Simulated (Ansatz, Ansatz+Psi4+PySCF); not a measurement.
```xyz
2

B     0.0000    0.0000   -1.1480
Al    0.0000    0.0000    1.1480
```

Basis set: cc-pVTZ on B; cc-pV(T+d)Z on Al (spherical functions). Left uncorrelated: 6 orbitals. Charge 0, multiplicity 3.

Computed with Ansatz (development build ahead of 0.2.0); the reference of a correlated method needn't be the lowest determinant of its kind.

(1) Give the atomization energy at this shape (free ground-state atoms in the same class of orbitals less the molecule, no zero-point energy) of triplet AlB by UHF-BCCD(T), UHF-CCSD(T).

Results:

(1)

| method | atomization energy |
| --- | --- |
| UHF-BCCD(T) | 40.90 kcal/mol |
| UHF-CCSD(T) | 40.76 kcal/mol |

Caution: the reference determinant was not shown to be the lowest.
